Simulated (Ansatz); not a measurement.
Frontier orbitals of `CCS`.

Charge 0, multiplicity 1. The geometry is a stationary point of PBE0-D4/def2-TZVP. It is one conformer, not always the lowest. Basis def2-TZVPP, Ansatz.

Orbital energies of one run (eV). Highest occupied ones, from the top: -9.54, -11.82, -12.80, -13.49, -14.44, -15.27, -16.33, -20.26, -23.09, -26.00, -160.19, -160.39, -160.52, -214.54. Empty: 2.74, 3.91, 4.04, 4.66, 4.87, 5.48.

(1) Which functional gave them?
A. ωB97M-V
B. LC-ωPBE
C. BHLYP
D. CAM-B3LYP

## Answers

(1) B. HOMO energies: LC-ωPBE -9.54, CAM-B3LYP -8.12, ωB97M-V -9.00, BHLYP -7.88 eV.

LC-ωPBE has ω = 0.4 bohr⁻¹.
